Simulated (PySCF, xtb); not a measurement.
hydrogen sulfide (H₂S), SMILES S.

Geometry optimised at PBE-D3(BJ)/def2-TZVPD.

Computed with IEF-PCM-B3LYP/def2-TZVPD (PySCF 2.14.0).

The values are the electrostatic part of the solvation free energy, E(continuum) − E(gas) at the gas-phase geometry, in a cavity of scaled van der Waals radii (PySCF's table); cavitation and dispersion terms are not included. In vacuum the orbital gap is 7.00 eV. The dipole moment in vacuum is 0.97 D.

Computed values in water (ε = 78.36), tetrahydrofuran (ε = 7.43), 2-propanol (ε = 19.26):
```json
[
 {"solvent": "water", "ε": "78.36", "ΔG(elec) (kcal/mol)": "-2.7", "dipole (D)": "1.39", "gap (eV)": "7.26"},
 {"solvent": "tetrahydrofuran", "ε": "7.43", "ΔG(elec) (kcal/mol)": "-2.1", "dipole (D)": "1.30", "gap (eV)": "7.21"},
 {"solvent": "2-propanol", "ε": "19.26", "ΔG(elec) (kcal/mol)": "-2.5", "dipole (D)": "1.36", "gap (eV)": "7.24"}
]
```

For comparison, GFN2-xTB/ALPB(water) (xtb, at the GFN2-xTB geometry, all terms of that model) gives -1.9 kcal/mol.
